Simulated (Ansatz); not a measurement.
## Double-hcp La: properties by level of theory

Reference values: lattice constant a 3.774 Å (measured, 293 K, not corrected to a static lattice; as tabulated in Wikipedia's data pages); lattice parameter c 12.171 Å (measured, 293 K, no zero-point or thermal correction; as tabulated in Wikipedia's data pages).

```json
[
 {"level (code)": "LDA (Ansatz)", "lattice parameter a (Å)": "___", "c axis length (Å)": "___"},
 {"level (code)": "r²SCAN-D4 (Ansatz)", "lattice parameter a (Å)": "___", "c axis length (Å)": "12.006"},
 {"level (code)": "r²SCAN+rVV10 (Ansatz)", "lattice parameter a (Å)": "3.741", "c axis length (Å)": "11.929"}
]
```

Problem. Complete the blanks.

Solution. 
- LDA (Ansatz, a program for electronic structure), lattice parameter a (Å): 3.594
- LDA (Ansatz), c axis length (Å): 11.522
- r²SCAN-D4 (Ansatz), lattice parameter a (Å): 3.765

Differences from the reference values (errors of the level alone only where the reference is corrected to a static lattice):

```csv
level,lattice constant a (%),lattice parameter c (%)
LDA,-4.77,-5.33
r²SCAN-D4,-0.24,-1.36
r²SCAN+rVV10,-0.87,-1.99
```

Nearest: lattice constant a, not ranked (reference at room or unstated temperature); lattice parameter c, not ranked (reference at room or unstated temperature).

Ansatz's density-functional and Hartree–Fock values are scalar-relativistic unless marked +SOC, with PAW data made under PBE.

Differences are worked out from the printed values.

Computed values are for the static lattice.
